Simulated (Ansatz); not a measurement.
Dissociation curves of HNO2 (SMILES O=NO)

HNO2: 4 atoms, total charge 0, spin state singlet. SMILES: `O=NO`. The coordinates come from a PBE0-D4/def2-TZVP relaxation.

```xyz
4

O     0.4137    0.0472    1.4373
N     0.3201   -0.4194    0.3774
O    -0.3626    0.4347   -0.4926
H    -0.3711   -0.0625   -1.3220
```

The N2–O3 distance is scanned; the parts on either side stay rigid. Basis STO-3G, 3 core orbitals frozen in the correlated methods; program Ansatz 0.2.0. FCI is exact within this basis and core. Energies in eV from each method's value at 1.397 Å; methods without a U are spin-restricted. The shape above is that at 1.397 Å.

Task: At 3.49 Å, estimate the order of these methods by their error in the energy rise against FCI, smallest first.
A. CCSDTQ
B. HF
C. CCSD(T)

Result: A (0.01 eV), C (0.78 eV), B (7.12 eV).

```
distance (Å)    HF  CCSD(T)  CCSDTQ   FCI
       1.397  0.00     0.00    0.00  0.00
       1.747  1.51     0.21    0.13  0.13
       2.096  3.99     0.83    0.86  0.86
       2.795  7.22     0.76    1.28  1.27
       3.493  8.43     0.53    1.32  1.31
```
